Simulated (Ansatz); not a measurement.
Job for Ansatz (a first-principles code): R-B97M-V/def2-TZVPPD on NH3 (SMILES N). Files ending in .json are basis or fitting sets from the Basis Set Exchange.

Ansatz 0.2 input:
```yaml
crystal:
  periodic: [false, false, false]
  atoms:
    - {symbol: N, position_ang: [0.00000000, 0.01436394, 1.46454628]}
    - {symbol: H, position_ang: [0.00000000, -0.98104857, 1.65344779]}
    - {symbol: H, position_ang: [-0.81348351, 0.39876776, 1.92934049]}
    - {symbol: H, position_ang: [0.81348351, 0.39876776, 1.92934049]}
basis:
  gaussian:
    orbitals: def2-TZVPPD.json
hamiltonian:
  xc: {name: B97M-V}
scf: {lower_state_search: off}
```

The log:

```
WARN ansatz: RAYON_NUM_THREADS=1 ignored (pool sized by the plan → 1); use --threads N
Functional definition: B97M-V
these checks for a lower state are left out or cut short: stability, starts, cluster_reference, orbital_swaps, neighbouring_geometries, increment
integrals: 0.01 GiB planned
356 factors; their error is unknown
mean field: 0.18 GiB planned
mean field evaluation 1: about -1533.2219 eV, gradient 5.7e1 eV
mean field evaluation 2: about -1520.2344 eV, gradient 8.8e1 eV
mean field evaluation 4: about -1539.4420 eV, gradient 9.1e-1 eV
mean field evaluation 8: about -1539.4361 eV, gradient 2.9e-1 eV
mean field evaluation 16: about -1539.4362 eV, gradient 8.5e-6 eV
mean field -1539.43622119 eV, -56.5732376613 hartree, gradient 8.5e-6 eV, S^2 0.000000; 0 other end points of the search recorded, 0 dependent functions left out
reference -1539.43626100 eV, -56.5732391243 hartree; 5, 5 occupied and 83, 83 virtual orbitals, 356 factors
Total energy: -1539.43626100 eV, -56.5732391243 hartree
Checks for a lower state left out: stability, starts, cluster_reference, orbital_swaps, neighbouring_geometries, increment
```

Self-consistency was reached.

Cost: very roughly 0.5 core-seconds.
